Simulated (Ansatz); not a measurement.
# C2HNS: the cost of one run

Computed with Ansatz 0.2.0 (the levels named in each step, unless a step's input says otherwise).

## Step 1: The structure to begin with

Bond lengths: N1–C2 1.148 Å, C2–C3 1.402 Å, C3–S4 1.624 Å, C3–H5 1.087 Å. Angles: N1–C2–C3 178.8°, C2–C3–S4 122.2°, C2–C3–H5 116.5°, S4–C3–H5 121.2°.

Structure file:

```xyz
5

N     2.2665    0.2766   -0.0844
C     1.1345    0.4573   -0.0205
C    -0.2521    0.6501    0.0533
S    -1.3018   -0.5884    0.0204
H    -0.5960    1.6783    0.1326
```

## Step 2: A rough first relaxation, PBE-D4/def2-SVP

This run stands in another session on the same molecule. It ended at:

```xyz
5

N     2.3099    0.2929   -0.0846
C     1.1453    0.4479   -0.0226
C    -0.2699    0.6359    0.0525
S    -1.3413   -0.5990    0.0214
H    -0.5929    1.6962    0.1347
```

## Step 3: Relaxation, B2PLYP/def2-TZVPP

The input, input.yaml:

```yaml
crystal:
  periodic: [false, false, false]
  atoms:
    - { symbol: "N", position_ang: [2.30987404, 0.2929008, -0.08455152] }
    - { symbol: C, position_ang: [1.14526357, 0.44791359, -0.02258871] }
    - { symbol: C, position_ang: [-0.26993771, 0.63587265, 0.05251468] }
    - { symbol: S, position_ang: [-1.34128146, -0.59901168, 0.02139667] }
    - { symbol: H, position_ang: [-0.59294844, 1.69623465, 0.13469889] }
basis:
  gaussian: { orbitals: def2-TZVPP }
hamiltonian:
  xc: { name: B2PLYP }
relax:
  f_tol: 0.002
  max_steps: 150
```

Started as:

```bash
$ ansatz run input.yaml --threads 4 --pin off --max-ram 10240MiB --backend cpu --events-out ev --progress --plain --runs-dir out
```

What time and memory should one allow on 4 threads of AMD EPYC 9R45 (Zen 5), shared host?

About 20 s, with a peak of 0.52 GiB.
